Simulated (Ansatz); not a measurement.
**CHBSi (singlet): wave-function methods side by side at a displaced geometry (v2), cc-pVDZ**

The task here is to estimate one member of a computed series from the others.

Program: Ansatz 0.2.0, Gaussian basis. Level of theory: cc-pVDZ, core rule «outside noble gas», up to 7 orbitals frozen. These are calculated values, not measurements.

Plan: UHF; CCSD(T) on RHF; BCCD(T) on RHF; CISD; CCSDT(Q) on RHF; CASSCF and MRCISD+Q, 8 electrons in 8 orbitals; CASSCF and NEVPT2, 8 electrons in 8 orbitals.

9 further runs of the same task are left out: 3 that didn't finish, 6 set aside as unsound or not needed.

## The geometry

The geometry is a PBE0/def2-TZVP stationary point (not a proven minimum) with its atoms shifted at random (size 0.100 Å).

4 atoms, charge 0, spin multiplicity 1.

Atoms are counted from 1 here; the program's logs count them from 0.

Bond lengths: B1–C3 1.350 Å, B1–H4 1.245 Å, Si2–C3 1.664 Å. Angles: C3–B1–H4 175.9°, B1–C3–Si2 108.7°.

The first run:

Contents of in.yaml:

```yaml
crystal:
  periodic: [false, false, false]
  atoms:
    - {symbol: B, position_ang: [0.109713, -0.238989, 1.538098]}
    - {symbol: Si, position_ang: [-0.055161, -0.152651, -0.909914]}
    - {symbol: C, position_ang: [0.021459, 0.663397, 0.537748]}
    - {symbol: H, position_ang: [0.104567, -1.088228, 2.448839]}
basis:
  gaussian: {orbitals: cc-pVDZ}
magnetization: {spin_polarized: true, initial_magnetization: 0}
hamiltonian: {xc: hf}
output: {orbitals: {seedname: orbitals}}
```

Started as:

```bash
> ansatz run in.yaml --threads 1 --pin off --events-out ev --progress --plain --max-ram 2393MiB
```

Among the steps run: UHF; CCSD(T) on RHF; BCCD(T) on RHF; CISD; CCSDT(Q) on RHF; CASSCF and MRCISD+Q, 8 electrons in 8 orbitals; CASSCF and NEVPT2, 8 electrons in 8 orbitals.

One table of the session follows, with a row left open; its other results are not shown here.

| method | from RCCSDT(Q) (kJ/mol) |
| --- | --- |
| RHF | +847.7 |
| RMP2 | +112.0 |
| CISD | ? |
| RCCSD | +51.2 |
| RCCSD(T) | +6.1 |
| BCCD(T) | +5.7 |
| RCCSDT | +4.1 |
| RCCSDT(Q) | 0 |
| CASSCF frontier | +584.1 |
| MRCISD frontier | +69.5 |
| MRCISD+Q frontier | +11.2 |

Estimate the missing values for CISD.

The run gave: from RCCSDT(Q) (kJ/mol): +135.5. In the column «from RCCSDT(Q) (kJ/mol)» it lies between RMP2 (+112.0) and CASSCF frontier (+584.1).

Not comparable, so not listed: CASSCF and NEVPT2, 8 electrons in 8 orbitals (they don't share determinant, frozen orbitals or solution with the rows shown, or repeat one).

To keep in mind: Warnings in the runs' records: passed over end.
